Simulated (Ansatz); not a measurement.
# AlSiH2+ (triplet): the correlation ladder, def2-TZVPP

An exercise on one series of results from a longer session: the logs are not shown, and one member is left open.

Computed with Ansatz 0.2.0, Gaussian basis. Level: def2-TZVPP, core rule «outside noble gas», up to 10 orbitals frozen.

The runs, in order: UHF; ROHF; CCSD(T) on UHF.

2 further runs of the same task are left out: 2 set aside as unsound or not needed.

## The system

The geometry is a PBE0/def2-TZVP stationary point (not a proven minimum) of the parent state, kept for this charge and spin.

4 atoms, charge 1, spin multiplicity 3.

Atoms are counted from 1 here; the program's logs count them from 0.

Bond lengths: Si1–Al2 2.509 Å, Si1–H3 1.501 Å, Si1–H4 1.501 Å. Angles: Al2–Si1–H3 121.8°, Al2–Si1–H4 121.8°, H3–Si1–H4 104.9°.

The first run:

The input, in.yaml:

```yaml
crystal:
  periodic: [false, false, false]
  atoms:
    - {symbol: Si, position_ang: [-0.056321, 0.000000, 1.156776]}
    - {symbol: Al, position_ang: [0.030473, 0.000000, -1.350744]}
    - {symbol: H, position_ang: [0.376805, -1.189387, 1.962674]}
    - {symbol: H, position_ang: [0.376805, 1.189387, 1.962674]}
basis:
  gaussian: {orbitals: def2-TZVPP}
total_charge: 1
magnetization: {spin_polarized: true, initial_magnetization: 2}
hamiltonian: {xc: hf}
output: {orbitals: {seedname: orbitals}}
```

Launch:

```console
> ansatz run in.yaml --threads 1 --pin off --events-out ev --progress --plain --max-ram 2816MiB --backend cpu
```

Among the steps run: UHF; ROHF; CCSD(T) on UHF.

One table of the session follows, with a row left open; its other results are not shown here.

It belongs to the step «Misses and costs». 

```
  method  from UCCSD(T) (kcal/mol)
    ROHF                   +109.59
     UHF                   +104.93
    UMP2                         ?
   UCCSD                     +3.86
UCCSD(T)                         0
```

Q: Estimate the row for UMP2 from the others.

**Answer.** from UCCSD(T) (kcal/mol): +24.41. In the column «from UCCSD(T) (kcal/mol)» it lies between UCCSD (+3.86) and UHF (+104.93).
